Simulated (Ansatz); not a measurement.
Phosphorus, black phosphorus: convergence with the k-point mesh

Computed with Ansatz, PBE, scalar-relativistic PAW, on the relaxed cell (a = 3.320 Å, b = 11.230 Å, c = 4.544 Å; spin not included). Errors count from a run at 420 eV on a Γ-centred 9×9×7 mesh with Fermi-Dirac smearing of 0.05 eV, extrapolated to zero width. Fixed here: cutoff 420 eV, Fermi-Dirac width 0.05 eV. The SCF starts from atomic densities corrected by a trained network.

```csv
k-mesh,E(σ→0) error (meV/atom),P (GPa),SCF iterations
2×2×1,567.8,4.67,7
3×3×2,62.5,0.40,7
4×4×3,31.7,0.15,6
5×5×4,8.5,0.06,6
8×8×6,0.5,-0.06,6
11×11×8,-0.2,-0.08,6
14×14×10,-0.3,-0.08,6
```

What does the run at 6×6×4 give (k-mesh)?

E(σ→0) error (meV/atom): 4.0; P (GPa): 0.00; SCF iterations: 6.

Within 5 meV/atom of the last row: from 6×6×4 on.
